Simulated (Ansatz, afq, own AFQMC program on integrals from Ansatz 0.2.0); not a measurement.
AFQMC on a folder of integrals that Ansatz 0.2.0 wrote.

```yaml
crystal:
  periodic: [false, false, false]
  atoms:
    - {symbol: Si, position_ang: [0.000000, 0.000000, 0.000000]}
basis:
  gaussian: {orbitals: aug-cc-pVTZ}
total_charge: -1
magnetization: {spin_polarized: true, initial_magnetization: 3}
correlation: {method: ccsd_t, electrons: outside_noble_gas, hamiltonian_folder: ham}
```

```sh
$ ansatz run in.yaml --threads 1 --pin off --events-out ev --progress --plain --max-ram 24576MiB --backend cuda --devices 0, --max-vram 18GiB
```

Options of the walk:

```
--method phaseless --trial cisd --walkers 4000 --populations 20 --least-time 60 --time-step 0.005 --steps-per-block 50 --equilibration-blocks 28 --max-blocks 4000 --target-error 0.00014 --factor-cut 1e-05 --start spin_pure --seed 3094 --release-times 0.24,0.51,0.99,1.62,2.4 --release-step 0.03 --release-every 3 --taylor-order 6
```

Times are imaginary, in 1/Eh. The walk had a cap of 135 s. With eight or more populations the least sampling time is a fifth of least-time, and the error comes from their spread.

Output of the walk:

```
orbitals 45  electrons 4 1  factors 275 of 284
reference energy -288.88804875 Eh
CCSD correlation -0.09207148 Eh in 9 cycles, weight of the determinant in the CISD state 0.9207
energy of the start -288.980110 Eh
 block  time / (1/Eh)  mean weight  energy / Eh
     1     0.250  0.9999  -288.980151
     2     0.500  1.0000  -288.980742
     3     0.750  1.0000  -288.981386
     4     1.000  1.0001  -288.981988
     5     1.250  0.9998  -288.982526
    10     2.500  0.9999  -288.984596
    15     3.750  1.0000  -288.985077
    20     5.000  0.9998  -288.985615
    25     6.250  1.0000  -288.985602
    30     7.500  0.9998  -288.985858
    35     8.750  1.0002  -288.985699
    40    10.000  1.0000  -288.985541
    45    11.250  1.0001  -288.985807
    46    11.500  1.0000  -288.986105
    50    12.500  1.0000  -288.985577
    55    13.750  1.0001  -288.985580
    60    15.000  1.0001  -288.985532
    65    16.250  0.9998  -288.985865
    67    16.750  1.0000  -288.985412
    70    17.500  1.0000  -288.985789
    75    18.750  1.0001  -288.985660
    78    19.500  1.0000  -288.985454
error from the spread of 20 populations
released: time / (1/Eh)  energy / Eh  error  mean overlap
  0.24  -288.985786  0.000062  0.9978
  0.51  -288.985846  0.000059  0.9976
  0.99  -288.985988  0.000057  0.9957
  1.62  -288.985999  0.000049  0.9957
  2.40  -288.986175  0.000045  0.9915
energy -288.985648 +/- 0.000055 Eh
(rows thinned)
```

The run passed its tests (sampling time, drift between the halves within three errors, error under three times the target), which doesn't prove that it has relaxed.

Against this walk (error 1.5 meV) on the same determinant: CCSD(T) 21.6 meV higher, CCSDT(Q) 11.8 meV lower, full CI 13.1 meV lower. The error is statistical and leaves out the bias of the constraint. The released energies are still falling (meV from the phaseless value at times in 1/Eh: -3.8 ± 1.7 at 0.24, -5.4 ± 1.6 at 0.51, -9.2 ± 1.5 at 0.99, -9.5 ± 1.3 at 1.62, -14.3 ± 1.2 at 2.40), so they give no level; they do show a bias of the constraint, and the last of them that isn't too noisy lies 1 meV below full CI. Full CI is exact here, so the walk's 13 meV above it is the walk's own error: the bias of the constraint with this trial.

Cautions: constraint bias not in the error.

The walk took 38 s on 1 × NVIDIA H100 80GB HBM3 with 2 threads of AMD EPYC 7R13 Processor (Zen 3), with other jobs on the host (the card was shared). The log's last line is the phaseless energy.

CCSDT and higher add their correlation energy to the determinant of the CCSD(T) run, since their own runs factorise the integrals more tightly (a shift of under 2 meV). A walk keeps the symmetry of its determinant, which the program's search chose and which needn't be the lowest solution, so a lower state of the same spin and another symmetry isn't excluded.
